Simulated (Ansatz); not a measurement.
A nudged elastic band was laid between two geometries of AlH₃O (5 atoms, charge 0, multiplicity 1).

These are results of RHF/def2-TZVP (Ansatz), not measurements.

- movable images: 7
- climbing image: yes
- spring: 5.0 eV/Å²
- optimiser: quadratic models (default)
- start path: through a guess of the saddle point
- force threshold: 0.05 eV/Å
- iteration limit: 60
- end points: relaxed

Initial state:

```xyz
5
Properties=species:S:1:pos:R:3
Al 0.481 -0.007 0.065
O 0.704 -0.152 1.721
H 0.050 -0.240 2.386
H 1.769 0.128 -0.822
H -0.978 -0.010 -0.532
```

Final state:

```xyz
5
Properties=species:S:1:pos:R:3
Al -0.062 0.081 -0.971
O 0.994 -0.059 0.940
H 0.549 -0.172 1.766
H 1.928 -0.050 1.071
H -1.383 -0.080 0.011
```

Q: Which bonds break or form, and what moves?

A: Bonds broken: Al1–O2, Al1–H4. Bonds formed: O2–H4.

Q: Give the energies along the band, and the barrier.

A: The run converged. The highest image is number 5 of 0 to 8, 392.9 kJ/mol above the first end and 175.6 kJ/mol above the last; the last end lies 217.2 kJ/mol above the first. The profile has 2 maxima (images 1, 5) with wells between them (image 2): this band takes more than one step, which may be the mechanism or a detour left from its start path. Neighbouring images differ by up to 2.1 eV, so the band resolves the path poorly. A vibrational analysis at the climbing image gives one clearly imaginary mode, 2046i cm⁻¹: a first-order saddle point. The orbitals stay closed-shell, which can raise the energy where a bond breaks towards radicals; this wasn't checked here.

| image | path coordinate (Å) | energy (kJ/mol) | Al1–O2 (Å) | Al1–H4 (Å) | O2–H4 (Å) |
| --- | --- | --- | --- | --- | --- |
| 0 | 0.00 | 0.0 | 1.68 | 1.57 | 2.77 |
| 1 | 0.56 | 10.7 | 1.65 | 1.57 | 2.77 |
| 2 | 1.13 | 0.6 | 1.68 | 1.58 | 2.84 |
| 3 | 1.69 | 30.2 | 1.67 | 1.57 | 2.53 |
| 4 | 2.26 | 187.2 | 1.68 | 1.58 | 1.93 |
| 5 | 2.82 | 392.9 | 1.82 | 1.71 | 1.29 |
| 6 | 3.29 | 269.0 | 2.03 | 2.08 | 0.97 |
| 7 | 3.75 | 224.9 | 2.19 | 2.59 | 0.94 |
| 8 | 4.22 | 217.2 | 2.19 | 2.85 | 0.94 |

Q: What is the geometry of the highest image?

A: 
```xyz
5
Properties=species:S:1:pos:R:3
Al 0.192 0.075 -0.402
O 0.827 0.105 1.300
H 0.701 -0.367 2.116
H 1.701 -0.140 0.378
H -1.395 0.045 -0.575
```

Run time: 59 s on 1 thread of Arm Neoverse V1 (shared host), peak memory 0.12 GiB.
